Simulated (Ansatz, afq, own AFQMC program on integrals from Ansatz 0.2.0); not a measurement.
# AlNH₃, quartet: AFQMC among the cluster methods

```json
{"atom": "Al", "x (Å)": "-0.9646", "y (Å)": "0.0000", "z (Å)": "0.0000"}
{"atom": "H", "x (Å)": "-1.7575", "y (Å)": "1.3734", "z (Å)": "0.0000"}
{"atom": "H", "x (Å)": "-1.7575", "y (Å)": "-1.3734", "z (Å)": "0.0000"}
{"atom": "H", "x (Å)": "0.6212", "y (Å)": "0.0000", "z (Å)": "0.0000"}
{"atom": "N", "x (Å)": "2.0664", "y (Å)": "0.0000", "z (Å)": "0.0000"}
```

Connectivity, by distances: AlH3 ··· N.

Basis cc-pVTZ. Only valence electrons are correlated. Integrals, coupled cluster, full CI and functionals: Ansatz 0.2.0; the random walks run on the same integrals in our own AFQMC program. ph-AFQMC/CISD is guided by a CISD state made of CCSD amplitudes; releasing the constraint for a short imaginary time cuts its bias at the price of noise, slowly where states lie close. Error bars are statistical, one sigma.

Determinant: UHF, the one that the program's search chose, which needn't be the lowest solution. The geometry is a point of a scan.

No full CI on the walks' own integrals is used here; CCSDT(Q) serves as the reference and is uncertain by about the last step of the cluster series.

Cautions: lower spins were not checked.

* T1 diagnostic: 0.0170
* weight of the determinant in the CISD state: 0.889
* ⟨S²⟩ of the determinant: 3.775
* size of the correlated space: 11 electrons in 100 orbitals

Reference: CCSDT(Q), correlation energy -6.897 eV. The released energy is read at 2.40 1/Eh (meV from the phaseless value at times in 1/Eh: -5.2 ± 2.4 at 0.24, -2 ± 4 at 0.51, -8 ± 4 at 0.99, -17 ± 5 at 1.62, -4 ± 8 at 2.40).

```
         level  E − E(reference) (kcal/mol)  share of correlation (%)
            HF                       159.05                      0.00
           MP2                        29.95                     81.17
          CCSD                         4.54                     97.14
       CCSD(T)                         0.82                     99.48
         CCSDT                         0.13                     99.92
 ph-AFQMC/CISD                  0.19 ± 0.08                     99.88
released AFQMC                  0.09 ± 0.17                     99.94
```

A walk keeps the symmetry of its determinant, which the program's search chose and which needn't be the lowest solution, so a lower state of the same spin and another symmetry isn't excluded. Released energies are given only where the last usable release times agree within the noise; a slower fall can still hide under it.
